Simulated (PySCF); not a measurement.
# Molecular orbitals of AlC

PBE0 at R = 1.981 Å; Al aug-pcseg-1, C aug-pcseg-1; no relativity (PySCF 2.14). State: ⁴Σ⁻ (quartet), unpaired electrons σ ↑, π ↑↑. Only the outer orbitals are listed, counted within each symmetry.

```
spin  orbital  occ.  ε (eV)  on Al (%)           main shells (%)
   α       5σ     1  -17.24          7                    91 C s
   α       6σ     1   -9.53         46   44 Al s, 43 C p, 10 C s
   α       2π     1   -7.23          9            90 C p, 9 Al p
   α       2π     1   -7.23          9            90 C p, 9 Al p
   α       7σ     1   -6.48         74  47 Al s, 31 C p, 26 Al p
   α       3π     0   -1.54         95                   92 Al p
   α       3π     0   -1.54         95                   92 Al p
   β       5σ     1  -13.63         18           79 C s, 13 Al s
   β       6σ     1   -7.45         83           78 Al s, 14 C s
   β       2π     0   -2.75         57           57 Al p, 41 C p
   β       2π     0   -2.75         57           57 Al p, 41 C p
   β       7σ     0   -2.55         40   49 C p, 30 Al p, 11 C s
```

Which are the highest filled and the lowest empty level, where do they sit, and how wide is the gap?

Highest filled α 7σ at -6.48 eV (in %: 47 Al s, 31 C p, 26 Al p); lowest empty β 2π at -2.75 eV (in %: 57 Al p, 41 C p); the gap at PBE0 is 3.73 eV.

* bond order (Mayer): 0.78
* ⟨S²⟩: 3.755
* charge on Al (Mulliken, basis-dependent): 0.55
* charge on Al (Löwdin, basis-dependent): 0.62
* dipole moment (positive dipole means Al(−)C(+)): -1.83 D
* polarisability along the bond: 79.1 bohr³
* polarisability across the bond: 46.7 bohr³

The state was picked by a PBE0 search and need not be the measured ground state.
